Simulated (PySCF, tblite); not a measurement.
# Octatetraene (C₈H₁₀): geometry, infrared bands, NMR shifts, spin-spin couplings, electronic excitations and core binding energies

Wanted: the infrared bands, NMR shifts, spin-spin couplings, electronic excitations and core binding energies of Octatetraene (C₈H₁₀) (`C=C/C=C/C=C/C=C`), by calculation.

Computed with tblite 0.8.0 and PySCF 2.14.0, with density-fitted response routines of our own, on a single molecule in the gas phase. Atoms are numbered from 0 throughout.

### Step 1. The molecule as given

18 atoms, charge 0, multiplicity 1; geometry from: force field or distance geometry start.

Bonds of the start (Å): C0–C1 1.34, C1–C2 1.43, C2–C3 1.34, C3–C4 1.45, C4–C5 1.34, C5–C6 1.44, C6–C7 1.34, C0–H8 1.08, C0–H9 1.08, C1–H10 1.09, C2–H11 1.09, C3–H12 1.10, C4–H13 1.10, C5–H14 1.10, C6–H15 1.08, C7–H16 1.08, C7–H17 1.10.

### Step 2. Optimising the geometry with GFN2-xTB

Job settings and geometry (Å):

```
{"job": {"kind": "relax", "xc": "GFN2-xTB", "basis": "xTB"}, "charge": 0, "multiplicity": 1}
C      3.599300     1.238400    -1.688200
C      2.766700     1.088100    -0.650800
C      1.479500     0.462200    -0.743400
C      0.650600     0.316700     0.295800
C     -0.653400    -0.311300     0.206900
C     -1.476200    -0.466800     1.248000
C     -2.771900    -1.080900     1.141100
C     -3.585400    -1.237000     2.195400
H      3.328800     0.908400    -2.685200
H      4.556600     1.710600    -1.556400
H      3.088900     1.431900     0.336500
H      1.160400     0.117700    -1.730700
H      0.953300     0.655800     1.299600
H     -0.955200    -0.655600    -0.788400
H     -1.168400    -0.112600     2.238300
H     -3.095600    -1.432900     0.177900
H     -3.323700    -0.908700     3.193400
H     -4.563000    -1.717700     2.064600
```

On the command line:

```sh
> OMP_NUM_THREADS=1 python probes_run.py task.json out
```

One launch serves the whole session: the jobs run in the order shown.

**Question.** This job is followed by: GFN2-xTB harmonic vibrations, gas phase; PBE0-D3(BJ)/def2-SVP geometry optimisation, gas phase; GIAO PBE0/pcSseg-1 NMR shielding, non-relativistic, gas phase; B3LYP/pcJ-1 indirect spin-spin coupling, non-relativistic, gas phase; TDDFT wB97X-D/def2-SVPD, vertical, gas phase, core orbitals frozen in the response; GIAO B97-2/pcSseg-1 NMR shielding, non-relativistic, gas phase; delta-SCF UKS SCAN, pcX-2 on the ionised atom, pcseg-1 elsewhere, spin-free X2C. Predict these results of the whole session: strongest single infrared mode (GFN2-xTB); zero-point energy (GFN2-xTB); point group; rotational constants (main isotopes); ¹³C shifts against TMS (PBE0/pcSseg-1, means over atoms taken as alike); ¹H shifts against TMS (PBE0/pcSseg-1, means over atoms taken as alike); surface potential, 1st and 99th percentile; lowest singlet (wB97X-D/def2-SVPD); lowest triplet; vertical electron affinity (ΔSCF); range of the shift of C1; property runs in this session.

As calculated:

```
                                                               quantity                                            value
                              strongest single infrared mode (GFN2-xTB)                            3066 cm⁻¹, 213 km/mol
                                           zero-point energy (GFN2-xTB)                                    92.7 kcal/mol
                                                            point group                                              C2h
                                   rotational constants (main isotopes)                            19.53, 0.57, 0.55 GHz
¹³C shifts against TMS (PBE0/pcSseg-1, means over atoms taken as alike)                   145.4, 142.1, 140.9, 126.0 ppm
 ¹H shifts against TMS (PBE0/pcSseg-1, means over atoms taken as alike)                 6.49, 6.29, 6.27, 5.50, 5.42 ppm
                                  surface potential, 1st and 99th percentile                               -0.68 V and 0.86 V
                                     lowest singlet (wB97X-D/def2-SVPD)                      4.27 eV (291 nm), f = 1.562
                                                         lowest triplet                                          2.18 eV
                                      vertical electron affinity (ΔSCF)                                          0.26 eV
                                               range of the shift of C1                               142.0 to 145.4 ppm
                                          property runs in this session  5, of which 0 failed and 1 gave unsound results
```

What this shows: Relaxing lowered the energy by 0.052 eV in 16 steps; the close pair that moved most is C3–C4, from 1.450 to 1.428 Å (GFN2-xTB). All 48 modes are real, so the xTB geometry is a minimum. The strongest single mode, at 3066 cm⁻¹, has its largest shares on H14, H11, H13 and H12 (the list is cut at 4 atoms). GFN2-xTB is a fitted tight-binding method: band positions and strengths are rough. Its intensities can rank the bands wrongly. Relaxing lowered the energy by 0.061 eV in 4 steps; the close pair that moved most is C0–H8, from 1.078 to 1.094 Å (PBE0/def2-SVP). At PBE0/pcSseg-1: The largest span, 224 ppm, is at C1, C6, where the paramagnetic term is -215 ppm. By nearest atom (PBE0/pcSseg-1), the HOMO sits on 4 C atoms about 14 % each; C3, C4 about 10 % each and the LUMO on 4 C atoms about 13 % each; C3, C4 about 10 % each. The lowest singlet, at 4.27 eV, is HOMO→LUMO 0.98 and is bright. The lowest triplet lies 2.09 eV below the lowest singlet (triplets in Tamm-Dancoff, singlets in full TDDFT). In ppm, C1 (with its like atoms) moves most: its shift spreads over 3.5 ppm, from 142.0 (B97-2/pcSseg-1) to 145.4 (PBE0/pcSseg-1).
